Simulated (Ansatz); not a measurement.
Species, as SMILES: N#[N+][O-].
Atoms: N1, N2, O3. Bonds: N1-N2, N2-O3.

Basis-set convergence of the optimised N1-N2 bond length at PBE0 with Ansatz (an electronic-structure program). Cartesian d functions, on some or all atoms, in 6-31+G*; all else is spherical. The program fits the integrals of some runs and decomposes those of others, by size. No added dispersion term, no relativity. Reference: the value in def2-QZVPPD, 1.1173 Å, itself unsure by roughly 0.0002 Å (its mean distance from pcseg-3, def2-QZVPP, cc-pVQZ). Deviations are taken from unrounded values.

```json
[
 {"basis": "6-31+G*", "functions": "57", "optimised N1-N2 bond length (Å)": "1.1287", "minus reference (Å)": "0.0115"},
 {"basis": "def2-SVPD", "functions": "63", "optimised N1-N2 bond length (Å)": "1.1248", "minus reference (Å)": "0.0076"},
 {"basis": "6-311+G**", "functions": "66", "optimised N1-N2 bond length (Å)": "1.1220", "minus reference (Å)": "0.0047"},
 {"basis": "6-311++G(2d,2p)", "functions": "81", "optimised N1-N2 bond length (Å)": "1.1187", "minus reference (Å)": "0.0015"},
 {"basis": "def2-TZVPPD", "functions": "114", "optimised N1-N2 bond length (Å)": "1.1179", "minus reference (Å)": "0.0007"},
 {"basis": "6-311++G(3df,3pd)", "functions": "117", "optimised N1-N2 bond length (Å)": "1.1184", "minus reference (Å)": "0.0011"},
 {"basis": "cc-pCVTZ", "functions": "129", "optimised N1-N2 bond length (Å)": "1.1184", "minus reference (Å)": "0.0012"},
 {"basis": "def2-QZVPPD", "functions": "192", "optimised N1-N2 bond length (Å)": "1.1173", "minus reference (Å)": "0.0000"}
]
```

The smallest set listed that lies within 0.003 Å of the reference with all its larger relatives (same family, alike in diffuse functions; a set with none counts only in the reference's own line) is 6-311++G(2d,2p) (81 functions, 0.0015 Å off). Inside, with no larger relative to test it: cc-pCVTZ.
